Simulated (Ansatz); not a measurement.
## Ansatz (development build ahead of 0.2.0) run

```yaml
crystal:
  periodic: [false, false, false]
  atoms:
    - { symbol: H, position_ang: [0.0, 0.0, -1.05] }
    - { symbol: C, position_ang: [0.0, 0.0, 0.0] }
    - { symbol: C, position_ang: [0.0, 0.0, 2.196] }
basis:
  gaussian: { orbitals: "6-31G" }
magnetization:
  spin_polarized: true
  initial_magnetization: 1
hamiltonian:
  xc: pbe
scf:
  omitted_lower_state_checks: [stability, starts, atomic_configurations, cluster_reference, orbital_swaps, given_window_search, neighbouring_geometries, increment]
output:
  forces: true
```

The input is written out in the form of the current development build from the run's settings.

Results

- Converged: yes
- Total energy: -76.26365 hartree
- Spin squared of the determinant: 1.549

Forces (eV/Å):
| atom | Fx | Fy | Fz |
| --- | --- | --- | --- |
| H1 | 0.000 | 0.000 | -2.330 |
| C2 | 0.000 | 0.000 | 6.928 |
| C3 | 0.000 | 0.000 | -4.598 |

Caution: the unrestricted determinant is spin contaminated.
